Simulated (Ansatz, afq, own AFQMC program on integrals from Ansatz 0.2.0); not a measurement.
**BCN, triplet: a scan with AFQMC**

```xyz
3

B     0.0000    0.0000   -1.1629
C     0.0000    0.0000   -0.0029
N     0.0000    0.0000    1.1659
```

The B1–C2 distance is changed with both sides rigid. Energies in kcal/mol count from this geometry (1.160 Å) at the same level; the start stands on UHF, each point on the determinant named.

Basis cc-pVDZ. Noble-gas cores (and the filled d shells of Ga–Kr and In–Xe) are frozen. Integrals, coupled cluster, full CI and functionals: Ansatz 0.2.0; the random walks run on the same integrals in our own AFQMC program. The CISD trial takes its coefficients from CCSD amplitudes. Released means that phaseless walkers are propagated on without the constraint, phases kept. Uncertainties: one standard error, sampling alone.

Cautions, each for one point or more: a spin-contaminated unrestricted determinant lies lower; higher spins were not checked; lower spins were not checked; strong correlation; the ph-AFQMC/CISD walk drifts between its halves; unrestricted determinant spin contaminated; walk and cluster series may follow different spin states.

| r(B1–C2) / Å | det. | T1 | weight | ⟨S²⟩ | CCSD(T) | ph-AFQMC/CISD | released AFQMC | CCSDT(Q) | B3LYP | PBE0 |
| --- | --- | --- | --- | --- | --- | --- | --- | --- | --- | --- |
| 1.788 | UHF | 0.030 | 0.85 | 2.04 | -53.7 | -54.0 ± 1.0 | -54.0 ± 1.4* | -53.5 | -39.1 | -39.7 |
| 2.371 | UHF¶ | 0.068 | 0.75 | 2.42 | -4.5 | -7.4 ± 1.1 | -5.3 ± 1.9* | -5.7 | 11.4 | 14.9 |
| 3.224 | ROHF | 0.051 | 0.79 | pure | 5.5 | 6.0 ± 1.1 | 6.2 ± 2.1* | 5.6 | 28.8 | 34.1 |
| 4.852 | ROHF† | 0.050 | 0.79 | pure | 5.7 | 6.3 ± 1.0 | 7.3 ± 1.8* | 5.8 | 30.0 | 35.1 |

Weight is that of the determinant in the CISD state; at the start T1 is 0.054 and the weight 0.81, and ⟨S²⟩ is 2.23. ¶ marks points with a poor determinant and no full CI, where no value is sure; they don't count among the departures. An asterisk marks released energies that aren't shown to be converged. A dagger marks points whose determinant fills other symmetries than the start's, so the wave-function levels may follow another state there, or a degenerate partner. Largest departures from phaseless AFQMC with a CISD trial: CCSD(T) -0.6 kcal/mol at 4.852 (on ROHF) (within the noise), CCSDT(Q) 0.5 kcal/mol at 1.788 (on UHF) (within the noise), B3LYP 22.9 kcal/mol at 3.224, PBE0 28.1 kcal/mol at 3.224. The walk's constraint bias lies outside its error bars, so these are departures and not errors. Functionals count only at points shown to share the start's state and spin. In this small basis the wave-function levels are far from their limit, so their gap to the functionals isn't the functionals' error. In total energy ph-AFQMC/CISD lies 97 ± 27 meV above CCSDT(Q) at the start, so its agreement along the curve rests in part on cancellation.

Some points may be missing: those where a free walk finds a much lower state, and past Zn most of those on another determinant than at the start.

CCSDT and higher add their correlation energy to the determinant of the CCSD(T) run, since their own runs factorise the integrals more tightly (a shift of under 2 meV). A walk keeps the symmetry of its determinant, which the program's search chose and which needn't be the lowest solution, so a lower state of the same spin and another symmetry isn't excluded.
